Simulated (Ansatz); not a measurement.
A run of Ansatz (development build ahead of 0.2.0) on singlet CH₂ at this shape:

```xyz
3

C     0.0000    0.0000   -0.1796
H     0.0000    0.8619    0.5389
H     0.0000   -0.8619    0.5389
```

Its results:

- Converged: yes
- Reference energy: -38.89161 hartree
- Correlation energy: -0.13904 hartree
- Total energy: -39.03065 hartree
- Spin squared of the determinant: 0.000

Problem. Which input gives this output? Name the method, the orbitals and the basis set, and write the input.

Solution. RHF-MP2 in cc-pVTZ. An unrestricted run that stays on the closed shell gives the same numbers.

```yaml
crystal:
  periodic: [false, false, false]
  atoms:
    - { symbol: C, position_ang: [0.0, 0.0, -0.17962] }
    - { symbol: H, position_ang: [0.0, 0.86189, 0.53887] }
    - { symbol: H, position_ang: [0.0, -0.86189, 0.53887] }
basis:
  gaussian: { orbitals: cc-pVTZ }
hamiltonian:
  xc: hf
correlation:
  method: mp2
  frozen_orbitals: { C: 1, H: 0 }
```

Caution: in another basis set an unrestricted determinant lies well below; another spin multiplicity may lie lower.
